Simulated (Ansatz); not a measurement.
Geometry optimisation, RKS PBE0-D4/def2-SVP (Ansatz 0.2.0).

Input file:

```yaml
crystal:
  periodic: [false, false, false]
  atoms:
    - { symbol: Si, position_ang: [0.0, 0.0, 0.0] }
    - { symbol: O, position_ang: [0.0, 0.0, 1.68] }
    - { symbol: H, position_ang: [-0.9095, -0.2814, 2.0171] }
    - { symbol: H, position_ang: [1.3768, 0.0, -0.4862] }
    - { symbol: H, position_ang: [-0.6877, 1.1914, -0.4862] }
    - { symbol: "N", position_ang: [-0.8572, -1.4851, -0.6061] }
    - { symbol: H, position_ang: [-1.3922, -2.1014, 0.0704] }
    - { symbol: H, position_ang: [-0.8219, -1.7344, -1.6357] }
basis:
  gaussian: { orbitals: def2-SVP }
hamiltonian:
  xc: pbe0
  dispersion: d4
relax:
  f_tol: 0.02
  max_steps: 40
```

Launched with:

```bash
$ ansatz run input.yaml --threads 1 --pin off --max-ram 2048MiB --backend cpu --events-out ev --progress --plain --runs-dir out
```

Task: Where does it end, and by what steps?

Result: The forces met the threshold. The force dipped under the threshold on the way, but the program's further checks kept it going. After 28 steps the energy has fallen by 0.549 eV; H7 moved furthest, 1.13 Å.

```
step  energy less start (eV)  largest force component (eV/Å)  accepted
   0                  0.0000                           2.203       yes
   1                 -0.2979                           1.192       yes
   2                 -0.3668                           0.230       yes
   3                 -0.4097                           0.601       yes
   4                 -0.3935                           1.848        no
   5                 -0.4376                           0.447       yes
   6                 -0.4660                           0.362       yes
   7                 -0.5040                           0.325       yes
   8                 -0.5349                           0.171       yes
   9                 -0.5301                           0.917        no
  10                 -0.5417                           0.077       yes
  11                 -0.5435                           0.098       yes
  12                 -0.5440                           0.113       yes
  13                 -0.5427                           0.291        no
  14                 -0.5451                           0.015       yes
  15                 -0.5452                           0.046       yes
  16                 -0.5453                           0.043       yes
  17                 -0.5454                           0.106       yes
  18                 -0.5456                           0.064       yes
  19                 -0.5459                           0.055       yes
  20                 -0.4819                           2.129        no
  21                 -0.5457                           0.118        no
  22                 -0.5465                           0.037       yes
  23                 -0.5413                           0.696        no
  24                 -0.5475                           0.026       yes
  25                 -0.5480                           0.181       yes
  26                 -0.5483                           0.240       yes
  27                 -0.5492                           0.051       yes
  28                 -0.5494                           0.007       yes
```

```xyz
8
Properties=species:S:1:pos:R:3
Si 0.004 -0.122 0.024
O -0.169 0.017 1.679
H -1.064 0.149 2.005
H 1.476 -0.229 -0.149
H -0.574 1.074 -0.664
N -0.765 -1.467 -0.721
H -0.495 -2.425 -0.528
H -1.704 -1.408 -1.092
```

Whether the end is a true minimum wasn't checked by a vibrational analysis.

Run time: 49 s on 1 thread of Arm Neoverse V2, on a shared host, peak memory 0.14 GiB.
